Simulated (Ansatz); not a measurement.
Vertical ionisation energy to the doublet of small inorganics of H, N, O, F and Cl, in eV, species as SMILES. Conventions: each state is the SCF solution reached for its charge and spin; non-relativistic; dispersion terms only where a functional's name holds one; UHF or UKS for open shells; spin-orbit terms left out. Ab initio and DFT rows: single points at B3LYP-D3(BJ) geometries (Ansatz, an electronic-structure program).

Measured values: CCCBDB table in ASE; CCCBDB table in ASE, the entry of H3N doubted and unchecked; they hold spin-orbit and core effects. 

The rows were drawn at random among computed neutral closed-shell members with both values; the withheld row is one of them. Species whose geometry shows other bonds than their SMILES are left out. No case is left out for the size of its miss. Left out are saddle points of the reference geometry, anions that the best level run finds unbound, excited spin states, species near biochemistry, cases with under five habitual levels, runs that failed or whose electronic state is in doubt, and table entries that another table contradicts. Sets whose x spans too little for a line are not fitted.

| case | B3LYP/STO-3G (Ansatz) (x) | measured (y) |
|---|---|---|
| ClF | 10.91 | 12.77 |
| OO (H2O2) [hydrogen peroxide] | 8.42 | 11.70 |
| N (NH3) | 8.97 | 10.82 |
| N#N [molecular nitrogen] | 14.94 | 15.58 |
| ClCl [molecular chlorine] | 11.06 | 11.49 |

Problem. Fit y = a + b·x by least squares, and use it to estimate the measured value for F (HF), where B3LYP/STO-3G (Ansatz) gives 12.12 eV.

Solution. Means: x 10.8600, y 12.4720. Sums about the means: Sxx 26.215, Sxy 17.505. Slope b = Sxy/Sxx = 0.6678, intercept a = mean y - b·mean x = 5.220; the rows scatter about the line by 0.685 (root mean square). Prediction for F (HF): 13.31 eV. The measured value is 16.12 eV, so the fit misses by -2.81 eV, against -4.00 eV without it. The fit is meant for species like these alone.
